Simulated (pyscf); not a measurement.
PySCF, gas phase, ωB97X-D3(BJ)/def2-SVP geometries. Correlated levels are frozen-core, on RHF or UHF. ΔMP2 is the change of the MP2 total energy from the triple- to the quadruple-zeta basis.

SMILES: C[CH2][Be][NH2]
```xyz
11

C      0.8666    -2.3319    -0.9332
C      0.7110    -0.8128    -0.7340
Be    -0.8173    -0.2802    -0.2451
N     -2.1830     0.1899     0.1922
H      0.6498    -2.8884    -0.0056
H      0.1730    -2.7150    -1.7008
H      1.8859    -2.6152    -1.2488
H      0.9860    -0.2881    -1.6707
H      1.4599    -0.4594     0.0027
H     -2.4876     0.3133     1.1535
H     -2.9542     0.4243    -0.4262
```

Problem. What is the homolytic dissociation enthalpy (298 K, CCSD(T)/def2-TZVPP + ΔMP2(QZVPP)) of the Be–N bond of `[CH3][CH2][Be][NH2]`, to [Be–CH₂–CH₃]• + NH₂•?

Solution. Be–N to [Be–CH₂–CH₃]• + NH₂•: 118.6 kcal/mol. The radicals are drawn with the spin at the cut bond; how far it spreads was not checked. Other isomers of [Be–CH₂–CH₃]• were not searched in full and may lie lower. The CCSD(T) − MP2 part came from Ansatz, without density fitting, on the same reference.
